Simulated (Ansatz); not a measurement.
We consider SrZrS3 (Pnma, No. 62; cell taken from a computed entry), described by LDA (PAW; Ansatz, a program for electronic structure).

Run with plane-wave cutoff 520 eV, 4×10×4 k mesh (along the axes of the cell as run), Fermi–Dirac smearing 0.01 eV, scalar-relativistic PAW data made under PBE.

Cell (relaxed with PBEsol):

```
SrZrS3
1.0
    8.44061     0.00000     0.00000
    0.00000     3.78534     0.00000
    0.00000     0.00000    13.78608
Sr Zr S
4 4 12
Cartesian
  0.54690   0.94634   2.46114
  7.89371   2.83901  11.32494
  3.67341   2.83901   9.35418
  4.76720   0.94634   4.43190
  5.66391   2.83901   0.79676
  2.77670   0.94634  12.98932
  6.99700   0.94634   7.68980
  1.44361   2.83901   6.09628
  5.58193   2.83901   6.71375
  2.85868   0.94634   7.07234
  7.07899   0.94634  13.60679
  1.36162   2.83901   0.17929
  1.74820   0.94634  10.77437
  6.69241   2.83901   3.01171
  2.47210   2.83901   3.88133
  5.96851   0.94634   9.90475
  4.05812   0.94634   1.48157
  4.38249   2.83901  12.30451
  0.16218   2.83901   8.37461
  8.27843   0.94634   5.41147
```

**Question.** Predict the band gap.

**Answer.** 
* **band gap**: 0.32 eV

Note: cell and atoms aren't relaxed at this level (pressure -2.2 GPa); this cell isn't known to be the ambient phase, and symmetry holds it in the calculation.

Spin–orbit coupling is not included.

Static lattice: no zero-point or thermal effects.
